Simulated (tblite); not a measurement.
# BrFH2O2: the cost of one run

Programs: tblite 0.8.0 and PySCF 2.14.0. All values are calculated, for the isolated system unless a continuum is named. Atoms count from 0, parts from 1.

### 1 Starting point

6 atoms, charge 0, multiplicity 1; geometry: rigid parts in contact. Parts: 1 = atoms 0–1, `FBr`, charge 0; 2 = atoms 2–5, `OO`, charge 0.

### 2 Docking the parts with GFN2-xTB

The job: settings as JSON, then the geometry in Å.

```
{"job": {"kind": "dock", "xc": "GFN2-xTB", "basis": "xTB"}, "charge": 0, "multiplicity": 1, "parts": [{"atoms": "0-1", "charge": 0, "multiplicity": 1}, {"atoms": "2-5", "charge": 0, "multiplicity": 1}]}
Br     0.899550    -0.018384    -0.005232
F     -0.899550     0.018384     0.005232
O      3.521548     0.821696    -0.376639
O      4.905197     1.119508    -0.500791
H      3.236793     0.798874    -1.299205
H      5.191466     1.140371     0.421191
```

With the program's defaults for keys left out, this is: GFN2-xTB search for minima from random contacts, gas phase.

The run is started by

```sh
> OMP_NUM_THREADS=1 python cluster_run.py task.json out
```

One launch serves the whole session: the jobs run in the order shown.

**Question.** How long does this first job take on 1 thread of AMD EPYC 9R45, shared host?

About 2.4 s.
